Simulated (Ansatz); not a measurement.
Geometry optimisation, RKS PBE-D4/def2-SVP (Ansatz).

Input:

```yaml
crystal:
  periodic: [false, false, false]
  atoms:
    - { symbol: O, position_ang: [-1.0104, 0.6187, 0.899] }
    - { symbol: C, position_ang: [0.2308, 0.454, 0.363] }
    - { symbol: C, position_ang: [0.37, -0.7941, -0.4908] }
    - { symbol: S, position_ang: [-0.7543, -1.3899, -1.4443] }
    - { symbol: H, position_ang: [-1.6834, 0.5436, 0.1303] }
    - { symbol: H, position_ang: [0.9292, 0.4014, 1.2055] }
    - { symbol: H, position_ang: [0.5573, 1.3274, -0.2301] }
    - { symbol: H, position_ang: [1.4529, -1.2182, -0.4885] }
basis:
  gaussian: { orbitals: def2-SVP }
hamiltonian:
  xc: pbe
  dispersion: d4
relax:
  f_tol: 0.02
  max_steps: 50
```

Launched with:

```bash
$ ansatz run input.yaml --threads 1 --pin off --max-ram 2048MiB --backend cpu --events-out ev --progress --plain --runs-dir out
```

Task: Where does it end, and by what steps?

Result: It converged. After 7 steps the energy has fallen by 0.355 eV; O1 moved furthest, 0.37 Å.

```json
{"step": "0", "energy less start (eV)": "0.0000", "largest force component (eV/Å)": "2.942", "accepted": "yes"}
{"step": "1", "energy less start (eV)": "-0.1938", "largest force component (eV/Å)": "0.894", "accepted": "yes"}
{"step": "2", "energy less start (eV)": "-0.2649", "largest force component (eV/Å)": "0.577", "accepted": "yes"}
{"step": "3", "energy less start (eV)": "-0.3015", "largest force component (eV/Å)": "0.564", "accepted": "yes"}
{"step": "4", "energy less start (eV)": "-0.3255", "largest force component (eV/Å)": "0.399", "accepted": "yes"}
{"step": "5", "energy less start (eV)": "-0.3460", "largest force component (eV/Å)": "0.192", "accepted": "yes"}
{"step": "6", "energy less start (eV)": "-0.3543", "largest force component (eV/Å)": "0.080", "accepted": "yes"}
{"step": "7", "energy less start (eV)": "-0.3547", "largest force component (eV/Å)": "0.010", "accepted": "yes"}
```

```xyz
8
Properties=species:S:1:pos:R:3
O -1.070 0.875 0.635
C 0.232 0.484 0.376
C 0.388 -0.700 -0.525
S -0.892 -1.487 -1.168
H -1.632 0.235 0.126
H 0.794 0.239 1.318
H 0.838 1.311 -0.085
H 1.433 -1.014 -0.732
```

Time of the run: 19 s on 1 CPU thread of a shared host.
